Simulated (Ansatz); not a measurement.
# AlH₃+ (quartet): from Hartree-Fock to the top rungs, def2-TZVPP

The task here is to estimate one member of a computed series from the others.

The runs use Ansatz 0.2.0, Gaussian basis; def2-TZVPP, core rule «outside noble gas», up to 5 orbitals frozen.

Plan: UHF; ROHF; CCSD(T) on UHF.

2 further runs of the same task are left out: 2 set aside as unsound or not needed.

### The system

The geometry is a PBE0/def2-TZVP stationary point (not a proven minimum) of the parent state, kept for this charge and spin.

4 atoms, charge 1, spin multiplicity 4.

Atoms are counted from 1 here; the program's logs count them from 0.

Bond lengths: Al1–H2 1.560 Å, Al1–H3 1.560 Å. Angles: H2–Al1–H3 167.6°.

Geometry (Å):

```xyz
4
charge 1, multiplicity 4
Al    0.00000    0.05714    0.00000
H     0.00000    0.22618   -1.55120
H     0.00000    0.22619    1.55120
H     0.00000   -1.98203    0.00000
```

Set-up of the first run:

The input, in.yaml:

```yaml
crystal:
  periodic: [false, false, false]
  atoms:
    - {symbol: Al, position_ang: [0.000000, 0.057143, 0.000000]}
    - {symbol: H, position_ang: [0.000000, 0.226182, -1.551199]}
    - {symbol: H, position_ang: [0.000000, 0.226189, 1.551197]}
    - {symbol: H, position_ang: [0.000000, -1.982029, 0.000004]}
basis:
  gaussian: {orbitals: def2-TZVPP}
total_charge: 1
magnetization: {spin_polarized: true, initial_magnetization: 3}
hamiltonian: {xc: hf}
output: {orbitals: {seedname: orbitals}}
```

Started as:

```sh
$ ansatz run in.yaml --threads 1 --pin off --events-out ev --progress --plain --max-ram 4096MiB --backend cpu
```

Among the steps run: UHF; ROHF; CCSD(T) on UHF.

One table of the session follows, with a row left open; its other results are not shown here.

It belongs to the step «Misses and costs». 

| method | from UCCSD(T) (kcal/mol) |
| --- | --- |
| ROHF | ? |
| UMP2 | +15.59 |
| UCCSD | +1.74 |
| UCCSD(T) | 0 |

**Question.** Estimate the row for ROHF.

**Answer.** from UCCSD(T) (kcal/mol): +52.71. In the column «from UCCSD(T) (kcal/mol)» it is the highest.

Left out of the table: UHF (another determinant or state than the rows shown).

The program flags UCCSD(T) as in doubt (see the logs), so the zero of the table is itself unsure.

Caveats from the session: The report flags that the cluster equations may have other roots. The program flags UCCSD(T) as in doubt, so the zero of the table is itself unsure. Warnings: spin contamination; coupled cluster took another determinant than the lowest.
